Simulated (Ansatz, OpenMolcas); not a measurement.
# BCl (SMILES [B]Cl): the energy, rung by rung

The species is BCl (2 atoms), meant as a singlet with charge 0. SMILES: `[B]Cl`. The coordinates come from a PBE0-D4/def2-TZVP relaxation.

```xyz
2

B     0.0000    0.0000   -0.0697
Cl    0.0000    0.0000    1.6482
```

Each level gives the energy change with the B1–Cl2 bond stretched from 1.718 to 1.973 Å (eV). The values are calculated.

| level | kind | program | value (eV) | less FCI/STO-3G |
| --- | --- | --- | --- | --- |
| HF/STO-3G (restricted) | Hartree–Fock | Ansatz | 0.25 | +0.10 |
| SVWN5/STO-3G (restricted) | LDA | Ansatz | 0.18 | +0.03 |
| revPBE/STO-3G (restricted) | GGA | Ansatz | 0.06 | -0.09 |
| CAM-B3LYP/STO-3G (restricted) | range-separated hybrid | Ansatz | 0.21 | +0.06 |
| RPA@PBE/STO-3G (restricted) | RPA | Ansatz | 0.12 | -0.03 |
| MP2/STO-3G (restricted) | perturbation theory | Ansatz | 0.23 | +0.08 |
| ACPF/STO-3G (restricted) | coupled cluster or CI | OpenMolcas | 0.14 | -0.01 |
| FCI/STO-3G | exact in the basis | OpenMolcas | 0.15 | 0.00 |

FCI/STO-3G is exact within its basis and frozen core, so for wave-function methods in that basis the difference is their error; functionals converge differently with the basis, so for them it is only a difference. The first shape isn't each level's own minimum. The values span 0.06 to 0.25 eV. All rows use very small basis sets, so even the best lies far from the true value.
